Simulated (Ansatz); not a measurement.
The first iterations of a band of AlFH2 + H3P (8 atoms, charge 0, multiplicity 1).

Computed with RKS PBE0-D4/def2-SVP (Ansatz 0.2.0).

```
movable images  : 5
climbing image  : yes
spring          : 5.0 eV/Å²
optimiser       : quadratic models (default)
start path      : straight line
force threshold : 0.03 eV/Å
iteration limit : 60
end points      : relaxed
```

First end point:

```xyz
8
Properties=species:S:1:pos:R:3
Al 0.028 -0.028 0.059
F -0.110 0.541 1.632
H 1.481 -0.047 -0.564
H -1.323 -0.219 -0.741
P 0.191 -3.025 1.145
H -0.706 -2.626 0.105
H 1.362 -2.578 0.461
H 0.034 -1.817 1.895
```

Last end point:

```xyz
8
Properties=species:S:1:pos:R:3
Al 0.110 -0.322 -0.030
F -0.120 -0.068 1.995
H 1.504 0.385 -0.299
H -1.285 0.183 -0.591
P 0.200 -2.584 0.706
H -0.773 -3.259 -0.075
H 1.384 -3.111 0.127
H -0.062 -1.023 2.159
```

| iteration | highest image above the first end (eV) | largest band force component (eV/Å) |
| --- | --- | --- |
| 1 | 2.044 | 5.631 |
| 2 | 1.162 | 1.493 |
| 3 | 1.003 | 1.223 |
| 4 | 1.105 | 1.294 |
| 5 | 1.024 | 1.037 |
| 6 | 0.967 | 1.054 |
| 7 | 0.900 | 0.796 |
| 8 | 0.889 | 0.779 |
| 9 | 0.889 | 0.392 |
| 10 | 0.888 | 0.350 |
| 11 | 0.890 | 0.318 |
| 12 | 0.890 | 0.626 |
| 13 | 0.890 | 0.372 |
| 14 | 0.890 | 0.423 |
| 15 | 0.890 | 0.271 |
| 16 | 0.890 | 0.193 |
| 17 | 0.890 | 0.208 |
| 18 | 0.890 | 0.161 |
| 19 | 0.890 | 0.128 |
| 20 | 0.890 | 0.107 |

Does the band converge within its limit, and where does its top end?

The run ended unconverged. It ended after 60 iterations with the highest image 0.843 eV above the first end. The band didn't meet its force threshold, so its energies are provisional: the largest band force was still 1.57 eV/Å, and over the last iterations the top moved between 0.84 and 0.90 eV. Neighbouring images lie up to 2.5 Å apart, so the band is torn or far too coarse. Inner images lie below an end point, which means an intermediate or an end that isn't the lowest structure nearby. The orbitals stay closed-shell, which can raise the energy where a bond breaks towards radicals; this wasn't checked here.

The run took 12 min on 1 thread of Arm Neoverse V1 (shared host), peak memory 0.16 GiB.
